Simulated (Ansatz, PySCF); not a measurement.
This Ansatz (a first-principles code) input computes a CAM-B3LYP/def2-TZVPD energy:

Ansatz 0.2 input:
```yaml
crystal:
  periodic: [false, false, false]
  atoms:
    - {symbol: O, position_ang: [-0.00000000, -0.00000000, -0.55280743]}
    - {symbol: O, position_ang: [0.00000000, 0.00000000, 0.55280743]}
basis:
  gaussian:
    orbitals: def2-TZVPD
hamiltonian:
  xc: {name: CAM-B3LYP}
total_charge: 1
magnetization: {spin_polarized: true, initial_magnetization: 1}
output: {forces: true}
```

Q: Write an input for the same energy in PySCF and say what it gives.

A: 
```python
from pyscf import gto, scf, dft

mol = gto.M(
    atom='''
    O    -0.00000000   -0.00000000   -0.55280743
    O     0.00000000    0.00000000    0.55280743
    ''',
    basis='def2-tzvpd',
    charge=1,
    spin=1,
    symmetry='D2h',
    verbose=4,
)

mf = dft.UKS(mol, xc='camb3lyp').density_fit(auxbasis='def2-universal-jkfit')
mf.grids.level = 3
mf.conv_tol = 1e-9
mf.max_cycle = 100
mf.max_memory = 1500
mf.kernel()
if not mf.converged:
    mf = mf.newton()
    mf.kernel(mf.make_rdm1())
mf.analyze()
```
It gives -149.88491 Eh, and Ansatz -149.88491 Eh, a difference of 0.00 mEh.
